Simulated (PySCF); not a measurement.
# Oxygen: a sound run and one with changed settings

Sound run: O [He] 2s2 2p4, O⁺ [He] 2s2 2p3. All numbers are calculated (PySCF 2.14, the spin-free X2C one-electron Hamiltonian (Gaussian nucleus), in cc-pVDZ-DK). The sound run starts from symmetry-adapted Hartree-Fock orbitals and uses a fine grid where one is needed.

Changed run: 6 angular points. This setting is unsound on purpose.

| species | method | sound run (hartree) | changed run (hartree) | converged |
| --- | --- | --- | --- | --- |
| O | UHF | -74.84416 | -74.84416 | yes |
| O | r2SCAN | -75.08491 | -75.14497 | yes |
| O | B3LYP | -75.12156 | -75.14586 | yes |
| O⁺ | UHF | -74.40485 | -74.40485 | yes |
| O⁺ | r2SCAN | -74.58759 | -74.58759 | yes |
| O⁺ | B3LYP | -74.61056 | -74.61056 | yes |

Ionisation energy of O:

```tsv
method	sound run (eV)	changed run (eV)
UHF	11.954	11.954
r2SCAN	13.533	15.167
B3LYP	13.905	14.566
```

A coarse angular grid integrates products of high-l functions wrongly, so density functionals can shift, and the SCF can exploit the error; Hartree-Fock and MP2 need no grid.

For comparison, NIST gives 13.618 eV between the lowest levels.
